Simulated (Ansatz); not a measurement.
Basis-set series for `B#B` (triplet). The species carries charge 0 and has multiplicity 3. The geometry is a stationary point of PBE0-D4/def2-TZVP.

```json
{"atom": "B1", "x (Å)": "0.3862", "y (Å)": "-0.2936", "z (Å)": "0.6119"}
{"atom": "B2", "x (Å)": "-0.3862", "y (Å)": "0.2936", "z (Å)": "-0.6119"}
```

| functional | basis | functions | energy (Eh) | HOMO (eV) | LUMO (eV) |
| --- | --- | --- | --- | --- | --- |
| PBE0-D4 | def2-SVP | 28 | -49.30158 | -7.14 | -3.44 |
| PBE0-D4 | def2-TZVPP | 62 | -49.35592 | -7.10 | -3.45 |
| ωB97M-V | def2-SVP | 28 | -49.33853 | -9.00 | -1.82 |
| ωB97M-V | def2-TZVPP | 62 | -49.39599 | -9.02 | -1.96 |

(1) Give the rows for def2-QZVPP. (Best estimate.)

Results:

(1) Ansatz gave: 
```
functional       basis  functions  energy (Eh)  HOMO (eV)  LUMO (eV)
   PBE0-D4  def2-QZVPP        114    -49.35869      -7.10      -3.44
   ωB97M-V  def2-QZVPP        114    -49.39845      -9.03      -1.95
```

HOMO and LUMO are taken over both spins.
